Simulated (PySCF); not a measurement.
Compound: nitrosyl fluoride, FNO.
Bonds: O1–N2 (double), N2–F3.

The same species was optimised twice, with GFN2-xTB and with PBE0-D3(BJ)/def2-SVP (PySCF), and the same property calculations (PySCF, gas phase) were run on both structures.

```csv
coordinate,GFN2-xTB,PBE0-D3(BJ)/def2-SVP,change
N2–F3 (Å),1.492,1.450,-0.042
O1=N2 (Å),1.139,1.136,-0.003
O1–N2–F3 (°),111.2,110.7,-0.5
```

Rotational constants: A = 98277, B = 11934, C = 10642 MHz (GFN2-xTB) against A = 99265, B = 12469, C = 11078 MHz (PBE0-D3(BJ)/def2-SVP). Point groups within 0.08 Å: Cs and Cs.

On the GFN2-xTB structure: HOMO (eV) -9.76 [PBE0/pcSseg-1]; LUMO (eV) -3.38 [PBE0/pcSseg-1]; dipole (D) 1.36 [PBE0/pcSseg-1]; GIAO shielding of O1 (ppm) -535.8 [PBE0/pcSseg-1]; GIAO shielding of N2 (ppm) -313.5 [PBE0/pcSseg-1]; GIAO shielding of F3 (ppm) -393.7 [PBE0/pcSseg-1].

**Question.** What do these properties become on the PBE0-D3(BJ)/def2-SVP structure?

**Answer.** 
```json
{"property": "HOMO (eV)", "level": "PBE0/pcSseg-1", "on GFN2-xTB": "-9.76", "on PBE0-D3(BJ)/def2-SVP": "-9.68", "change": "+0.08"}
{"property": "LUMO (eV)", "level": "PBE0/pcSseg-1", "on GFN2-xTB": "-3.38", "on PBE0-D3(BJ)/def2-SVP": "-3.20", "change": "+0.18"}
{"property": "dipole (D)", "level": "PBE0/pcSseg-1", "on GFN2-xTB": "1.36", "on PBE0-D3(BJ)/def2-SVP": "1.09", "change": "-0.27"}
{"property": "energy, GFN2-xTB geometry as zero (kcal/mol)", "level": "PBE0/pcSseg-1", "on GFN2-xTB": "0.0", "on PBE0-D3(BJ)/def2-SVP": "0.1", "change": "+0.1"}
{"property": "GIAO shielding of O1 (ppm)", "level": "PBE0/pcSseg-1", "on GFN2-xTB": "-535.8", "on PBE0-D3(BJ)/def2-SVP": "-526.8", "change": "+9.0"}
{"property": "GIAO shielding of N2 (ppm)", "level": "PBE0/pcSseg-1", "on GFN2-xTB": "-313.5", "on PBE0-D3(BJ)/def2-SVP": "-303.2", "change": "+10.3"}
{"property": "GIAO shielding of F3 (ppm)", "level": "PBE0/pcSseg-1", "on GFN2-xTB": "-393.7", "on PBE0-D3(BJ)/def2-SVP": "-341.1", "change": "+52.6"}
```

The heavy atoms differ by 0.021 Å rms after alignment. Among all bonds N2–F3 changes most (-0.042 Å). Changes are differences of the printed values. Neither structure is proved a minimum here.
